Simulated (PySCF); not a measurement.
Members of the series X–O+ and X–S+; each row names its spin state. Gas-phase values, no solvent. Strings in code marks are SMILES.

The numbers are results of PBE-D3(BJ)/def2-TZVP // B3LYP-D3(BJ)/def2-TZVP in PySCF, not measurements. 

A: O, X = H, multiplicity 3 (`[OH+]` (lower triplet))
B: S, X = hydroxy, multiplicity 3 (`O[S+]` (lower triplet))
C: O, X = mercapto, multiplicity 3 (`S[O+]` (excited triplet))
D: S, X = H, multiplicity 3 (`[SH+]` (lower triplet))
E: O, X = ethynyl, multiplicity 3 (`C#C[O+]` (lower triplet))
F: S, X = cyano, multiplicity 3 (`[S+]C#N` (lower triplet))

Question: A design calls for the lowest highest occupied spin orbital in this set. Which member fits?

Answer: A (-23.47 eV); next is D (-17.29 eV).
